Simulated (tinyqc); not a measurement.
Inside a calculation. Method: RHF in the sto-3g basis, for BH3, spin multiplicity 1. One step of it, computed by the program tinyqc.

Problem. Orthogonalisation. S = U s U^T; symmetric (Loewdin) form X = U s^(-1/2) U^T, so that X^T S X = 1.

overlap S, lower triangle:
```
           1B 1s     1B 2s     1B 2px     1B 2py     1B 2pz     2H 1s     3H 1s     4H 1s
1B 1s   1.000000
1B 2s   0.269328  1.000000
1B 2px  0.000000  0.000000   1.000000
1B 2py  0.000000  0.000000   0.000000   1.000000
1B 2pz  0.000000  0.000000   0.000000   0.000000   1.000000
2H 1s   0.066822  0.476975   0.488535   0.000000  -0.018521  1.000000
3H 1s   0.066857  0.477092  -0.244146   0.423241  -0.018527  0.108758  1.000000
4H 1s   0.066857  0.477092  -0.244146  -0.423241  -0.018527  0.108758  0.108672  1.000000
```

Give: eigenvalues of S; X.

Solution.

eigenvalues of S: 0.2522  0.3446  0.3449  0.9507  1.0020  1.5463  1.5467  2.0125

X, lower triangle:
```
          1B 1s    1B 2s   1B 2px   1B 2py  1B 2pz    2H 1s    3H 1s   4H 1s
1B 1s    1.0336
1B 2s   -0.1817   1.4436
1B 2px   0.0000   0.0000   1.2128
1B 2py   0.0000   0.0000   0.0000   1.2131
1B 2pz   0.0015  -0.0157   0.0000   0.0000  1.0006
2H 1s    0.0279  -0.3513  -0.3654   0.0000  0.0134   1.2770
3H 1s    0.0279  -0.3514   0.1826  -0.3166  0.0134  -0.0171   1.2772
4H 1s    0.0279  -0.3514   0.1826   0.3166  0.0134  -0.0171  -0.0172  1.2772
```
